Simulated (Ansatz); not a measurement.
System: antiferromagnetic bcc Cr. Method: r²SCAN0 (Ansatz, an electronic-structure program, plane waves, PAW).

Numerical settings: plane-wave cutoff 520 eV, 10×10×10 k mesh, Fermi–Dirac smearing 0.05 eV, spin-polarised with opposed moments, scalar-relativistic PAW data made under PBE.

Computed points:

```csv
V (Å³/atom),E − E_lowest (meV/atom)
13.797,12.13
14.161,2.79
14.596,0.00
14.887,2.53
15.250,9.96
```

Q: Fit the third-order Birch–Murnaghan equation and give B0 and B′.

A: V0 = 14.523 Å³/atom, B0 = 97.8 GPa, B′ = 4.9 (fit to the energies at full precision).

Measured, for comparison: bulk modulus 194 GPa (corrected for temperature and zero-point phonon effects, our sources range from 174 to 205; as tabulated in Levämäki et al. (2014), arXiv:1402.3671); equilibrium volume per atom 11.91 Å³/atom (corrected for temperature and zero-point phonon effects; as tabulated in Levämäki et al. (2014), arXiv:1402.3671). Computed (rounded) less measured: bulk modulus not scored (sources differ), equilibrium volume per atom +21.9 %.

Note: the cell is over a tenth larger than the published one: the level's own overestimate first of all, though another phase or state, or a fault of the published cell, is possible; the commensurate order stands in for chromium's spin-density wave, and the size of the moments varies much between levels; the collinear magnetic order is the start's and need not be the measured one.

Computed values are for the static lattice.

Computing time: around 50 core-minutes (rough).
